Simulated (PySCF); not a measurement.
Ligands exchanged one at a time, Si Cl-OH. All species are isolated molecules in the gas phase. One relaxed conformer stands for each flexible species; it need not be the lowest. Strings in code marks are SMILES.

These are PBE-D3(BJ)/def2-TZVP (PySCF) values and carry that method's errors. Excitations are Tamm–Dancoff values on a coarser integration grid. The basis has no diffuse functions, so Rydberg states are missing or too high.

| species | HOMO (eV) | HOMO–LUMO gap (eV) | S1–T1 gap (TDA) (eV) |
|---|---|---|---|
| 0 of 4 Cl replaced by OH (`Cl[Si](Cl)(Cl)Cl`) | -8.11 | 6.29 | – |
| 1 of 4 Cl replaced by OH (`Cl[Si](Cl)(Cl)O`) | … | 6.63 | 0.33 |
| 2 of 4 Cl replaced by OH (`O[Si](O)(Cl)Cl` (H–O–Si–Cl torsion -76°, Cl–Si–O–H torsion -174°)) | -7.69 | 6.82 | … |
| 3 of 4 Cl replaced by OH | -7.62 | … | 0.18 |
| 4 of 4 Cl replaced by OH (`O[Si](O)(O)O`) | -7.35 | 6.81 | 0.21 |

Question: Fill in the missing entries.

Answer: 
- 1 of 4 Cl replaced by OH (`Cl[Si](Cl)(Cl)O`), HOMO (eV): -7.90
- 2 of 4 Cl replaced by OH (`O[Si](O)(Cl)Cl` (H–O–Si–Cl torsion -76°, Cl–Si–O–H torsion -174°)), S1–T1 gap (TDA) (eV): 0.25
- 3 of 4 Cl replaced by OH, HOMO–LUMO gap (eV): 6.96
